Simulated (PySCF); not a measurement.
# Solver options tried on BH

Do solver options change the result for BH, or only the number of cycles?

The runs use PySCF 2.14.0; method and basis as typed in the scripts.

1 further run of the same task is left out (it didn't finish).

**1. The system as given**

BH: 2 atoms, charge 0, spin multiplicity 1.

Bond lengths: B1–H2 1.135 Å.

**2. The base run**

Input file input.py:

```python
from pyscf import gto, dft

mol = gto.M(
    atom='B 0 0 0; H 0 0 1.135',
    basis='sto-3g',
    charge=0,
    spin=0,
    symmetry=True,
    verbose=4,
)
mf = dft.UKS(mol, xc='pw91')
mf.kernel()
mf.dip_moment()
print('orbital energies (hartree):', [e[max(0, n-3):n+3].round(4) for e, n in zip(mf.mo_energy, mol.nelec)])
```

Command:

```bash
$ OMP_NUM_THREADS=1 python input.py
```

Its log is not repeated here.

In short: E(SCF) = -24.882772 Eh, 5 cycles, μ = 1.06 D.

The bond length is a typed value, not an optimised one.

**3. DIIS space 20**

Run 1 changes DIIS space: default → 20.

Input file input.py:

```python
from pyscf import gto, dft

mol = gto.M(
    atom='B 0 0 0; H 0 0 1.135',
    basis='sto-3g',
    charge=0,
    spin=0,
    symmetry=True,
    verbose=4,
)
mf = dft.UKS(mol, xc='pw91')
mf.diis_space = 20
mf.kernel()
mf.dip_moment()
print('orbital energies (hartree):', [e[max(0, n-3):n+3].round(4) for e, n in zip(mf.mo_energy, mol.nelec)])
```

Command:

```bash
$ OMP_NUM_THREADS=1 python input.py
```

**4. Second-order solver on**

Run 2 changes second-order solver: off → on.

Edit input.py of step 2 so:

```diff
@@ -11,2 +11,3 @@
 mf = dft.UKS(mol, xc='pw91')
+mf = mf.newton()
 mf.kernel()
```

**5. Smearing width 0.001 hartree**

Run 3 changes smearing width: none → 0.001 hartree.

Edit input.py of step 2 so:

```diff
@@ -1,2 +1,2 @@
-from pyscf import gto, dft
+from pyscf import gto, dft, scf
 
@@ -11,2 +11,3 @@
 mf = dft.UKS(mol, xc='pw91')
+mf = scf.addons.smearing_(mf, sigma=0.001, method='fermi')
 mf.kernel()
```

**6. Damping 0.5**

Run 4 changes damping: none → 0.5.

Edit input.py of step 2 so:

```diff
@@ -11,2 +11,4 @@
 mf = dft.UKS(mol, xc='pw91')
+mf.damp = 0.5
+mf.diis_start_cycle = 8
 mf.kernel()
```

**Question.** What will these runs give? Wanted: for each run, E(SCF); from base; gap; SCF dipole.

The runs gave:

```
                         run  E(SCF) (hartree)  from base (eV)   cycles  gap (eV)  SCF dipole (D)
                        base        -24.882772               0        5      2.05            1.06
               DIIS space 20        -24.882772          0.0000        5      2.05            1.06
      second-order solver on        -24.882772          0.0000  3 macro      2.05            1.06
smearing width 0.001 hartree        -24.882772          0.0000        5       n/a            1.06
                 damping 0.5        -24.882772          0.0000       10      2.05            1.06
```

Distance from each run's final energy (log10 hartree) by cycle:

```
                         run  cycle 1  cycle 2  cycle 3  cycle 5  cycle 8  cycle 12
                        base     -2.7     -4.2     -5.4    < -11     done      done
               DIIS space 20     -2.7     -4.2     -5.4    < -11     done      done
      second-order solver on     -5.6     -9.8    < -11     done     done      done
smearing width 0.001 hartree     -2.7     -4.2     -5.4    < -11     done      done
                 damping 0.5     -2.7     -3.5     -4.2     -5.6     -8.8      done
```

In words: No change of the SCF energy comes from DIIS space 20 or second-order solver on or smearing width 0.001 hartree or damping 0.5. The base needs 5 cycles and the run with damping 0.5 needs 10. The cycles with DIIS space 20 repeat those of the base digit for digit, so the setting never acted.
